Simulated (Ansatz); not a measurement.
Consider the isomerisation: `CCSSC` → `CSC(C)S`.

Isolated molecules relaxed with PBE0-D4/def2-TZVP in Ansatz; ΔE leaves out vibrations. CBS: MP2 limit from def2 TZ/QZ plus the TZ coupled-cluster correction, frozen cores. Functionals use def2-TZVPP. B3LYP here is the variant with VWN-RPA as its local correlation; programs differ in this. Each species was taken in one conformer, which may not be the lowest.

Question: Is it downhill or uphill in electronic energy at CCSD(T)/CBS, and by how much? (Estimate.)

Answer: The calculation gave: Uphill: ΔE = +28.9 kJ/mol.

Question: What do these levels give: PBE-D4, r2SCAN-D4, ωB97X-V, PBE, r2SCAN, PBE0, B3LYP, MP2/def2-TZVPP, SCS-MP2/def2-TZVPP, CCSD/def2-TZVPP, HF/def2-QZVPP, HF/CBS(def2)? (Best estimate.)

Answer: Ansatz gave: PBE-D4 39.8, r2SCAN-D4 37.6, ωB97X-V 30.6, PBE 41.2, r2SCAN 37.9, PBE0 37.6, B3LYP 40.0, MP2/def2-TZVPP 24.1, SCS-MP2/def2-TZVPP 24.9, CCSD/def2-TZVPP 25.0, HF/def2-QZVPP 33.4, HF/CBS(def2) 33.4 kJ/mol.

Largest T1 diagnostic among the species: 0.011.

From PBE to PBE0 (25 % exact exchange), in def2-TZVPP and without D4, ΔE moves by −3.6 kJ/mol. In def2-TZVPP, CCSD(T) changes the Hartree–Fock value by −8.2 kJ/mol (the triples alone add −0.1 kJ/mol) and MP2 by −9.0 kJ/mol.
